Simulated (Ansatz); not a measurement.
# Bromine, solid Br2 (Cmce) under PBEsol: ground state and equation of state

The plan for bromine in the solid Br2 (Cmce) structure: relax it, solve it on a dense k-mesh, switch on spin-orbit coupling, then scale the cell to 7 volumes from 88 to 112 % of the relaxed one and try a fit of the equation of state. The k-meshes are 5×5×2 for the relaxation; 8×8×4 for the dense run; 7×7×3 for spin-orbit coupling; 8×8×4 for the volumes. The starting cell is the measured one, from the Crystallography Open Database.

Program: Ansatz 0.2.0. Level of theory: DFT PBEsol, plane waves (420 eV) with PAW, scalar-relativistic; PAW files made under PBE, frozen cores solved again for the functional. These are calculated values, not measurements.

**1. The structure to begin with**

Symmetry: Cmce, No. 64, orthorhombic system. Conventional cell: a = 6.567 Å, b = 4.468 Å, c = 8.694 Å, α = 90.00°, β = 90.00°, γ = 90.00°. Around Br (site symmetry m) lie 1 Br at 2.30 Å.

Coordinates:

```
CELL_PARAMETERS angstrom
3.28360 -2.23390 0.00000
3.28360 2.23390 0.00000
0.00000 0.00000 8.69380
ATOMIC_POSITIONS crystal
Br 0.86100 0.13900 0.11140
Br 0.63900 0.36100 0.61140
Br 0.13900 0.86100 0.88860
Br 0.36100 0.63900 0.38860
```

**2. Relaxation of the cell**

Contents of input.yaml:

```yaml
crystal:
  lattice:
    - [3.2836, -2.2339, 0.0]
    - [3.2836, 2.2339, 0.0]
    - [0.0, 0.0, 8.6938]
  atoms:
    - { symbol: Br, position: [0.861, 0.139, 0.1114] }
    - { symbol: Br, position: [0.639, 0.361, 0.6114] }
    - { symbol: Br, position: [0.139, 0.861, 0.8886] }
    - { symbol: Br, position: [0.361, 0.639, 0.3886] }
hamiltonian:
  xc: pbesol
  pseudopotentials:
    kind: paw
    azcp:
      Br: "pseudopotentials/Br.paw.azcp"
basis:
  ecutwfc: 420
  fft_grid_basis: typed
kpoints:
  mp_grid: { grid: [5, 5, 2], shift: [0, 0, 0] }
magnetization:
  spin_polarized: false
scf:
  occupations: { method: fermi_dirac, width: 0.05 }
relax:
  max_steps: 60
  f_tol: 0.01
  cell: {}
```

After this run come: Single point on a dense mesh; Spin-orbit coupling switched on; Volume × 0.88; Volume × 0.92; Volume × 0.96; Volume × 1.0; Volume × 1.04; Volume × 1.08; Volume × 1.12.

Before running it: what results should come out? Wanted: space group; conventional cell; volume; shortest distance; gap on the mesh; gap with spin-orbit coupling, on another mesh; V₀, B₀, B₀′.

**Answer**, as computed:

| quantity | value |
| --- | --- |
| space group (spins left aside) | Cmce (No. 64) |
| conventional cell | a = 7.193 Å, b = 4.008 Å, c = 8.573 Å |
| volume | 30.891 Å³/atom |
| shortest distance | 2.394 Å |
| against the measured volume | -3.1 % (31.886 Å³/atom) |
| gap on the mesh | 1.17 eV |
| gap with spin-orbit coupling, on another mesh | 1.17 eV |
| V₀, B₀, B₀′ | 30.872 Å³/atom, 34 GPa, 4.9 |

What this shows: PBEsol puts the volume 3.1 % below the measured one. Part of the miss is zero-point motion and any thermal expansion in the measured cell. The mesh shows a gap of 1.17 eV. A gap read on the mesh alone is an upper bound to the gap of this level of theory. The spin-orbit run (on a coarser mesh) has the same gap. The total energy of the spin-orbit run lies -0.36 eV/atom from the scalar one, but the two kinds of run don't share a zero of energy: only differences within one kind count. The fitted modulus is 34 GPa; even scaling stretches the bonds with the cell, so it lies well above the modulus that a cell free to change shape would show.
